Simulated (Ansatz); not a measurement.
System: body-centred tetragonal In. Method: r²SCAN-D4 (Ansatz, an electronic-structure program, plane waves, PAW).

Numerical settings: plane-wave cutoff 560 eV, 24×24×24 k mesh, Fermi–Dirac smearing 0.05 eV, scalar-relativistic PAW data made under PBE.

A third-order Birch–Murnaghan fit to the energies gives V0 = 25.865 Å³/atom, B0 = 44.5 GPa, B′ = 5.2.

| V (Å³/atom) | P (GPa) |
|---|---|
| 24.831 | [?] |
| 25.348 | [?] |
| 25.865 | -0.001 |
| 26.383 | [?] |
| 26.900 | -1.580 |

Q: Estimate the withheld pressures from this fit; the answers are the runs' own values.

A: 
- 24.831, P (GPa): 2.020
- 25.348, P (GPa): 0.949
- 26.383, P (GPa): -0.840

The formula P = (3/2) B0 (x^(7/3) − x^(5/3)) [1 + (3/4)(B′ − 4)(x^(2/3) − 1)] with x = V0/V meets the computed pressures within 0.01 GPa when these rounded values are put in.

Shape and atoms are relaxed at each volume.

Measured, for comparison: bulk modulus 44.7 GPa (copied from a table, unchecked, extrapolated to 0 K and zero-point effects removed; as tabulated in Lejaeghere et al. (2013), arXiv:1204.2733). Computed (rounded) less measured: bulk modulus not scored (unchecked).

Note: the bulk modulus comes from volumes at which shape and atoms were relaxed.

Spin–orbit coupling is not included.

Static lattice: no zero-point or thermal effects.

The result took around 9 core-minutes (rough).
